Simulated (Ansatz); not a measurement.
The input, for Ansatz 0.2.0:

```yaml
crystal:
  periodic: [false, false, false]
  atoms:
    - {symbol: B, position_ang: [0.084376, 0.005225, 1.315498]}
    - {symbol: O, position_ang: [-0.080498, 0.013599, -0.002009]}
    - {symbol: B, position_ang: [-0.003878, -0.018825, -1.313489]}
basis:
  gaussian: {orbitals: cc-pVDZ}
magnetization: {spin_polarized: true, initial_magnetization: 2}
hamiltonian: {xc: hf}
output: {orbitals: {seedname: orbitals}}
```

```sh
$ ansatz run in.yaml --threads 1 --pin off --events-out ev --progress --plain --max-ram 2393MiB
```

Log:

```
393 factors; integrals over basis functions are off by at most 6.8e-4 eV
mean field evaluation 1: about -3372.9557 eV, gradient 1.7e1 eV
mean field evaluation 2: about -3373.0542 eV, gradient 1.7e1 eV
mean field evaluation 4: about -3374.9117 eV, gradient 3.3e0 eV
mean field evaluation 8: about -3375.1977 eV, gradient 9.6e-1 eV
mean field evaluation 16: about -3376.9121 eV, gradient 3.0e-1 eV
mean field evaluation 32: about -3376.9138 eV, gradient 2.1e-3 eV
mean field evaluation 64: about -3376.8510 eV, gradient 2.7e0 eV
mean field evaluation 96: about -3376.9134 eV, gradient 3.2e-2 eV
mean field evaluation 128: about -3376.9144 eV, gradient 4.2e-2 eV
mean field evaluation 160: about -3375.6720 eV, gradient 5.6e0 eV
mean field evaluation 192: about -3372.4808 eV, gradient 2.2e0 eV
mean field evaluation 224: about -3376.8792 eV, gradient 2.1e-2 eV
mean field evaluation 256: about -3374.3763 eV, gradient 8.6e-1 eV
mean field evaluation 288: about -3375.1702 eV, gradient 2.7e-4 eV
mean field -3376.91568478 eV, -124.0993624601 hartree, gradient 4.9e-6 eV, S^2 2.005393; 4 other end points of the search recorded, 0 dependent functions left out
reference -3376.91568478 eV, -124.0993624601 hartree; 10, 8 occupied and 32, 34 virtual orbitals, 393 factors
Total energy: -3376.91568478 eV, -124.0993624601 hartree
```

Ran on 1 thread of Intel Xeon 6975P-C, shared host: 0.69 s wall, 0.09 GiB peak host memory.
